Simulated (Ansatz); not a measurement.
Molecular dynamics of CH₄AlCl

The input (input.yaml):

```yaml
crystal:
  periodic: [false, false, false]
  atoms:
    - { symbol: Al, position_ang: [-0.696989, 0.290219, -0.827451] }
    - { symbol: C, position_ang: [0.585361, -0.101886, 0.621564] }
    - { symbol: Cl, position_ang: [0.556221, -1.837262, 1.091738] }
    - { symbol: H, position_ang: [-1.584658, -0.856527, -1.46624] }
    - { symbol: H, position_ang: [-0.796545, 1.799572, -1.324995] }
    - { symbol: H, position_ang: [0.377664, 0.491443, 1.527707] }
    - { symbol: H, position_ang: [1.620245, 0.14654, 0.332077] }
basis:
  gaussian: { orbitals: def2-SVP }
hamiltonian:
  xc: pbe0
  dispersion: d4
md:
  timestep: 0.5
  n_steps: 300
  ensemble: nvt_nose_hoover
  temperature: 1000.0
  initial_velocities: maxwell_boltzmann
  seed: 15981
  nose_hoover: { tau: 20.0, chain_length: 3 }
scf:
  lower_state_search: "off"
```

Launched with:

```bash
$ ansatz run input.yaml --threads 1 --pin off --max-ram 2048MiB --backend cpu --events-out ev --progress --plain --runs-dir out
```

It starts from a relaxed structure.

Output, in part (step lines, the closing report, with atoms numbered from 0):

```
md step     0: t =     0.00 fs  T =  1000.0 K  F+E_penalty+E_count = -20205.75493387 eV  E_kin = 0.646300 eV  conserved = -20205.10863387 eV  (12 SCF iters)
[... lines left out ...]
Total energy: -20205.03304099 eV, -742.5212687932 hartree
Atom 0 at    -0.615856     0.035725    -0.621171 Å, force     0.352837     0.497096    -0.102275 eV/Å
Atom 1 at     0.909906     0.054816     0.679407 Å, force    -5.677358    -0.224406     0.866199 eV/Å
Atom 2 at     0.377459    -1.676313     0.895137 Å, force     0.783816    -1.045209     0.709188 eV/Å
Atom 3 at    -1.093228    -1.217746    -1.415113 Å, force     0.032425    -0.183953    -0.463775 eV/Å
Atom 4 at    -1.393865     1.370381    -0.876599 Å, force    -0.347098     0.398325     0.154185 eV/Å
Atom 5 at     0.479375     0.470612     1.631182 Å, force     1.072868     0.353285    -0.744409 eV/Å
Atom 6 at     1.872327     0.242360     0.432446 Å, force     3.782509     0.204861    -0.419113 eV/Å
Dipole moment:     0.215455     0.160338     0.137794 e Å
```

The steps, from the saved trajectory:

| time (fs) | T (K) | potential energy less start (eV) | conserved less start (meV/atom) |
| --- | --- | --- | --- |
| 0 | 1000 | 0.000 | 0.00 |
| 5 | 536 | 0.308 | 0.40 |
| 10 | 568 | 0.312 | 0.18 |
| 15 | 541 | 0.375 | 0.54 |
| 20 | 700 | 0.381 | 0.57 |
| 25 | 837 | 0.412 | 0.61 |
| 30 | 531 | 0.741 | 1.19 |
| 35 | 919 | 0.578 | 0.80 |
| 40 | 1045 | 0.568 | 0.74 |
| 45 | 1369 | 0.398 | 0.78 |
| 50 | 1155 | 0.536 | 0.46 |
| 55 | 1385 | 0.380 | 0.61 |
| 60 | 1721 | 0.124 | 0.44 |
| 65 | 1211 | 0.349 | 0.60 |
| 70 | 1090 | 0.346 | 0.67 |
| 75 | 848 | 0.410 | 0.53 |
| 80 | 994 | 0.242 | 0.52 |
| 85 | 759 | 0.338 | 0.36 |
| 90 | 778 | 0.287 | 0.37 |
| 95 | 604 | 0.386 | 0.40 |
| 100 | 523 | 0.444 | 0.49 |
| 105 | 921 | 0.219 | 0.52 |
| 110 | 1065 | 0.220 | 0.48 |
| 115 | 1092 | 0.328 | 0.64 |
| 120 | 856 | 0.639 | 0.68 |
| 125 | 1497 | 0.488 | 0.97 |
| 130 | 1867 | 0.525 | 1.42 |
| 135 | 1256 | 1.009 | 1.36 |
| 140 | 1006 | 1.165 | 1.58 |
| 145 | 1095 | 1.073 | 1.08 |
| 150 | 1557 | 0.722 | 0.42 |

The run went to its last step. The conserved energy stayed within 1.8 meV per atom of its start (net change 0.42 meV per atom), so the integration is sound. A run of 0.15 ps of so small a system gives no equilibrium averages.

Joined: Al1–Cl3 3.13 → 2.49 Å. Pairs count as bonded within 1.25 times the sum of covalent radii (0.12 Å more for H–H).

Last frame:

```xyz
7
Properties=species:S:1:pos:R:3
Al -0.616 0.036 -0.621
C 0.910 0.055 0.679
Cl 0.378 -1.676 0.895
H -1.093 -1.218 -1.415
H -1.394 1.370 -0.877
H 0.479 0.471 1.631
H 1.872 0.242 0.432
```

Run time: 6.7 min on 1 thread of Arm Neoverse V2, on a shared host, peak memory 0.12 GiB.
